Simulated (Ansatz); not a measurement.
Basis-set extrapolation for C5H8O (`C1=COCCC1`) (PBE0-D4/def2-TZVP geometry, frozen core, the Gaussian-basis code of Ansatz). Multiplicity 1, RHF reference.

```
                      def2-TZVPP   def2-QZVPP
                 HF  -268.938132  -268.950320
    MP2 correlation    -1.060465    -1.131465
CCSD(T) correlation    -1.149963      not run
```

Energies in hartree. Use E(X) = E(∞) + A·exp(−7.88·√X) for Hartree–Fock and E(X) = E(∞) + B·X^(−2.97) for correlation, with X = 3 and 4, and add CCSD(T) minus MP2 of the smaller set to the MP2 limit.

Problem. What is the CCSD(T) energy at the basis-set limit?

Solution. HF limit: -268.950320 + (-0.012188) × 0.13774 = -268.95200. MP2 limit: -1.131465 + (-0.071000) × 0.74074 = -1.18406. Higher-order term: -1.149963 − (-1.060465) = -0.08950. Total: -270.22556 hartree, 86.3 kcal/mol below CCSD(T)/def2-TZVPP.
